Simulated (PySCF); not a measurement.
## Nitrogen: a sound run and one with changed settings

Sound run: N [He] 2s2 2p3, N⁺ [He] 2s2 2p2. Computed with PySCF 2.14 in def2-TZVP (5s3p2d1f, 31 functions), with no relativity, point nucleus. In the sound run the correlated levels freeze 1s2. The sound run starts from symmetry-adapted Hartree-Fock orbitals and uses a fine grid where one is needed.

A second run was set up differently.

| species | method | sound run (hartree) | changed run (hartree) | converged |
| --- | --- | --- | --- | --- |
| N | MP2 | -54.49761 | -54.42578 | yes |
| N | CCSD(T) | -54.51594 | -54.43076 | yes |
| N⁺ | MP2 | -53.96240 | -53.89936 | yes |
| N⁺ | CCSD(T) | -53.98519 | -53.90116 | yes |

Ionisation energy of N:

```csv
method,sound run (eV),changed run (eV)
UHF,13.898,13.898
MP2,14.564,14.325
SCS-MP2,14.311,14.040
CCSD,14.424,14.407
CCSD(T),14.442,14.411
```

Task: What was changed?
A. basis contracted for another Hamiltonian
B. a valence shell is frozen
C. level shift left on
D. minimal basis

Result: B. Freezing a valence shell removes pair correlation that changes on ionisation.
